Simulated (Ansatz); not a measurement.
Geometry optimisation, RKS PBE/def2-SVP in Ansatz 0.2.0.

Input file:

```yaml
crystal:
  periodic: [false, false, false]
  atoms:
    - { symbol: B, position_ang: [0.0, 0.0, 0.0] }
    - { symbol: H, position_ang: [0.0, 0.0, 1.54] }
    - { symbol: H, position_ang: [1.0305, 0.0, -0.595] }
    - { symbol: Cl, position_ang: [-1.6108, 0.0, -0.93] }
    - { symbol: "N", position_ang: [-0.2369, -1.7396, 0.5833] }
    - { symbol: H, position_ang: [-0.6522, -2.4652, -0.0683] }
    - { symbol: H, position_ang: [0.0425, -2.0107, 1.5692] }
    - { symbol: H, position_ang: [-0.1212, -0.8896, 1.5631] }
basis:
  gaussian: { orbitals: def2-SVP }
hamiltonian:
  xc: pbe
relax:
  f_tol: 0.15
  max_steps: 25
  restrain:
    - { distance: [0, 4], at: 1.55, k: 30.0 }
    - { distance: [7, 1], at: 0.66, k: 30.0 }
    - { distance: [0, 1], at: 2.39, k: 30.0 }
    - { distance: [7, 4], at: 2.26, k: 30.0 }
output:
  orbitals: {}
```

Command:

```bash
$ ansatz run input.yaml --threads 1 --pin off --max-ram 2048MiB --backend cpu --events-out ev --progress --plain --runs-dir out
```

Where does it end, and by what steps?

It converged. The restraints hold the end off the free minimum; the threshold counts their pulls, which the force column leaves out. Restrained pairs: B1–N5 (1.85 → 1.47 Å), H2–H8 (0.90 → 0.72 Å), B1–H2 (1.54 → 2.40 Å), N5–H8 (1.30 → 2.27 Å). After 13 steps the energy has fallen by 4.732 eV (the restraints' own energy left out); H7 moved furthest, 1.19 Å.

| step | energy less start (eV) | largest force component (eV/Å) | accepted |
| --- | --- | --- | --- |
| 0 | 0.0000 | 4.936 | yes |
| 1 | -0.9377 | 6.473 | yes |
| 2 | -2.1751 | 5.675 | yes |
| 3 | -3.5763 | 3.431 | yes |
| 4 | -4.1507 | 3.125 | yes |
| 5 | -4.4628 | 2.024 | yes |
| 6 | -4.5930 | 2.045 | yes |
| 7 | -4.6858 | 2.390 | yes |
| 8 | -4.7029 | 2.451 | yes |
| 9 | -4.7567 | 2.273 | yes |
| 10 | -4.7126 | 2.350 | yes |
| 11 | -4.7126 | 2.348 | yes |
| 12 | -4.7611 | 2.299 | no |
| 13 | -4.7319 | 2.333 | yes |

```xyz
8
Properties=species:S:1:pos:R:3
B -0.024 -0.583 -0.238
H -0.337 0.432 1.917
H 1.059 -0.045 -0.293
Cl -1.450 0.216 -0.923
N -0.152 -1.935 0.322
H -1.035 -2.445 0.340
H 0.658 -2.458 0.655
H -0.268 -0.286 1.882
```

Time of the run: 32 s on 1 thread of AMD EPYC 7R43 64-Core Processor (Zen 3), on a shared host, peak memory 0.14 GiB.
